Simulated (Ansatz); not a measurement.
doublet LiO: levels of theory in one basis

```json
{"atom": "Li", "x (Å)": "0.0000", "y (Å)": "0.0000", "z (Å)": "0.0000"}
{"atom": "O", "x (Å)": "0.0000", "y (Å)": "0.0000", "z (Å)": "1.7724"}
```

Basis set: def2-SVP (spherical functions). Frozen core: 1 orbital. Correlation on ROHF uses semicanonical orbitals with singles. Charge 0, multiplicity 2.

Computed with Ansatz (development build ahead of 0.2.0); each method stands on the lowest determinant of its kind that the runs found.

| method | E − E(ROHF) (eV) | <S²> of the determinant |
| --- | --- | --- |
| ROHF | 0.00 | 0.75 |
| UHF | -0.09 | 0.76 |
| ROHF-MP2 | -4.25 | – |
| UHF-MP2 | -4.26 | 0.76 |

Q: What does ROHF-CCSD(T) give on the same scale?

A: -4.64 eV.

Q: Is a single determinant a sound starting point here?

A: By this sign, yes. Unrestricted orbitals gain 0.09 eV and <S²> is 0.76 against 0.75 for a pure state.
